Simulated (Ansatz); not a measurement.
`C[Si]C` + H–F → `C[Si]F` + CH₄ at 700 K and 1 bar (ligand exchange at the Si–C bond).

Program: Ansatz. Geometries: PBE0-D4/def2-TZVP. ΔE: electronic, gas phase. CBS: MP2 limit from def2 TZ/QZ plus the TZ coupled-cluster correction, frozen cores. This one scheme is used for every species.

| species | CCSD(T)/CBS energy (Eh) | H − E (kJ/mol) | S (J/(mol·K)) |
| --- | --- | --- | --- |
| `C[Si]C` | -368.74530 | 247.3 | 387.1 |
| H–F | -100.39570 | 45.2 | 198.5 |
| `C[Si]F` | -428.74649 | 145.4 | 354.0 |
| CH₄ | -40.46206 | 145.9 | 224.0 |

H − E and S are ideal-gas, rigid-rotor, harmonic terms from PBE0-D4/def2-TZVP, for one conformer and one mirror image of each species. 1 Eh = 2625.50 kJ/mol, R = 8.31446 J/(mol·K).

Q: By hand: ΔE, ΔH, ΔS and ΔG.

A: ΔE = (-428.74649) + (-40.46206) − (-368.74530) − (-100.39570) = -0.06755 Eh = -177.4 kJ/mol. Δ(H − E) = 145.4 + 145.9 − 247.3 − 45.2 = -1.2, so ΔH = -178.6 kJ/mol. ΔS = 354.0 + 224.0 − 387.1 − 198.5 = -7.6 J/(mol·K). ΔG = -178.6 − 700 × (-7.6)/1000 = -173.3 kJ/mol.

Q: By hand: the equilibrium constant, and the temperature at which ΔG would vanish if ΔH and ΔS stayed fixed.

A: log₁₀ K = −ΔG/(RT ln 10) = 12.9. ΔG = 0 at ΔH/ΔS = 23500 K, far beyond where these terms or the molecules hold.

The number of gas molecules stays the same, so ΔS is small and ΔH decides. A doubt of 5 kJ/mol in ΔE shifts log₁₀ K by 0.4 here. Other conformers and mirror images would add mixing entropy, several J/(mol·K) or more a flexible species. These are equilibria of isolated gas molecules and say nothing of rates. Largest T1 diagnostic: 0.014 (customary marks: 0.02 for closed shells, 0.045 for open ones).
